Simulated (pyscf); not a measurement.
**Concerted two-bond exchange: BH₃ (SMILES B) + H₂C=O (SMILES C=O) → BH₃ (SMILES B) + :HC–OH (SMILES [CH]O) [singlet]**

Gas phase, singlet surface, charge 0. Bonds broken: B1–H2, C5–H7. Bonds formed: B1–H7, H2–O6. PySCF, gas phase, ωB97X-D3(BJ)/def2-SVP geometries. MP2 and CC: frozen core, UHF for open shells. ΔMP2 is the change of the MP2 total energy from the triple- to the quadruple-zeta basis.

Transition state (Å):

```xyz
8

B     -1.5095    -0.8929     0.1852
H     -0.7611     0.4445     0.1875
H     -1.0400    -1.7464     0.9015
H     -2.7114    -0.8072     0.0842
C      0.2225     0.8735    -1.3398
O     -0.0328     1.3691    -0.2494
H     -0.7636    -0.4121    -0.7882
H      0.8824     1.5060    -1.9707
```

One imaginary mode, 1582i cm⁻¹; descent along it reached the two sides named.

```csv
bond,change,reactant side (Å),saddle,product side
B1–H2,breaks,1.206,1.533,2.594
C5–H7,breaks,1.119,1.712,3.2
B1–H7,forms,3.5,1.317,1.208
H2–O6,forms,2.7,1.255,0.973
```

Electronic energies relative to the separated reactants (eV):

```
level                             barrier  reaction energy  reverse barrier
--------------------------------  -------  ---------------  ---------------
ωB97X-D3(BJ)/def2-TZVP               3.28            +2.25             1.02
PBE/def2-TZVP                        2.55            +2.36             0.19
r²SCAN/def2-TZVP                     2.78            +2.36             0.42
B3LYP-D3(BJ)/def2-TZVP               3.04            +2.31             0.74
PBE0-D3(BJ)/def2-TZVP                2.92            +2.32             0.60
M06-2X/def2-TZVP                     3.25            +2.23             1.02
ωB97M-D3(BJ)/def2-TZVP               3.19            +2.20             0.99
HF/def2-TZVP                         4.43            +2.10             2.33
MP2/def2-QZVPP                       3.31            +2.41             0.90
CCSD/def2-TZVPP                      3.45            +2.20             1.25
CCSD(T)/def2-TZVPP                   3.22            +2.23             0.99
CCSD(T)/def2-TZVPP + ΔMP2(QZVPP)     3.20            +2.23             0.98
```

With CCSD(T)/def2-TZVPP + ΔMP2(QZVPP) energies and thermal terms (ideal gas, 1 atm, RRHO with modes under 100 cm⁻¹ raised to 100, one conformer, R ln 2 for chiral ones without a mode under 150 cm⁻¹), in eV:

```tsv
T (K)	ΔH‡	ΔG‡	ΔH	ΔG
298	3.10	3.50	+2.24	+2.22
600	3.12	3.90	+2.24	+2.20
900	3.16	4.28	+2.25	+2.17
1200	3.20	4.65	+2.25	+2.15
```

The reactants may also form a dative adduct at BH₃; it and routes through it were not searched. The products may also form a dative adduct at BH₃; it and routes through it were not searched. The same reactants have a lower exit, to BH₃ + H₂C=O (barrier +0.27 eV at ωB97M-D3(BJ)/def2-TZVP, against +3.19 eV here). One saddle was located; it need not be the lowest between these sides. The CCSD(T) − MP2 part came from Ansatz, without density fitting, on the same reference. The largest closed-shell T1 diagnostic is 0.031, which may signal static correlation.
